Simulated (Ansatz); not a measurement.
in.yaml

```yaml
crystal:
  periodic: [false, false, false]
  atoms:
    - {symbol: B, position_ang: [0.102960, 0.170677, 1.335984]}
    - {symbol: P, position_ang: [-0.077831, -0.038912, -0.473097]}
    - {symbol: H, position_ang: [0.084097, -0.498190, 2.229335]}
    - {symbol: H, position_ang: [0.632917, -1.157789, -0.905215]}
    - {symbol: H, position_ang: [0.570398, 1.021087, -1.115518]}
basis:
  gaussian: {orbitals: cc-pVDZ}
magnetization: {spin_polarized: false, initial_magnetization: 1}
correlation: {method: bccd_t, electrons: outside_noble_gas}
```

```sh
$ ansatz run in.yaml --threads 1 --pin off --events-out ev --progress --plain --max-ram 2393MiB
```

Q: Roughly how long does this take on 1 thread of Intel Xeon, shared host, and how much host memory?

A: 8.5 s wall and 0.15 GiB.

```
451 factors; integrals over basis functions are off by at most 1.1e-3 eV
mean field evaluation 1: about -9987.6124 eV, gradient 1.2e1 eV
mean field evaluation 2: about -9987.6508 eV, gradient 1.2e1 eV
mean field evaluation 4: about -9988.8315 eV, gradient 8.7e-1 eV
mean field evaluation 8: about -9988.8408 eV, gradient 3.0e-1 eV
mean field evaluation 16: about -9988.6482 eV, gradient 3.8e0 eV
mean field evaluation 32: about -9987.0445 eV, gradient 6.3e-2 eV
mean field evaluation 64: about -9987.0431 eV, gradient 3.3e-1 eV
mean field evaluation 96: about -9984.7997 eV, gradient 4.6e-4 eV
mean field -9988.84210043 eV, -367.0831765105 hartree, gradient 1.7e-6 eV, S^2 0.750000; 1 other end points of the search recorded, 0 dependent functions left out
determinant -9988.84210043 eV, -367.0831765105 hartree, with singles and doubles -9994.98033698 eV, -367.3087525430 hartree
determinant -9987.04436813 eV, -367.0171110670 hartree, with singles and doubles -9993.26136413 eV, -367.2455814559 hartree
6 core orbitals not correlated: weight in the atoms' cores, before any rotation towards them, 1.000 or more for the frozen orbitals, at most 0.000 for the correlated occupied ones
reference -9988.84210043 eV, -367.0831765105 hartree; 6, 5 occupied and 35, 36 virtual orbitals, 451 factors
second order -5.08937969 eV of doubles, -0.03418795 eV of singles
cycle   1  -6.12975678 eV  change    8.5e-3 eV  update   8.5e-3
cycle   2  -6.12855240 eV  change    1.2e-3 eV  update   2.3e-3
cycle   3  -6.12785184 eV  change    7.0e-4 eV  update   1.4e-3
cycle   4  -6.12743284 eV  change    4.2e-4 eV  update   9.1e-4
cycle   5  -6.12777735 eV  change   -3.4e-4 eV  update   5.6e-4
cycle   6  -6.12772527 eV  change    5.2e-5 eV  update   3.1e-4
cycle   7  -6.12774911 eV  change   -2.4e-5 eV  update   1.8e-4
cycle   8  -6.12774517 eV  change    3.9e-6 eV  update   9.2e-5
cycle   9  -6.12772951 eV  change    1.6e-5 eV  update   4.2e-5
cycle  10  -6.12773012 eV  change   -6.1e-7 eV  update   1.9e-5
cycle  11  -6.12773267 eV  change   -2.5e-6 eV  update   8.5e-6
perturbative correction -0.19955247 eV, -0.0073334179 hartree
Total energy: -9995.16938557 eV, -367.3156999504 hartree
```

For the same geometry and basis UCCSDT(Q) lies 43.3 meV lower.
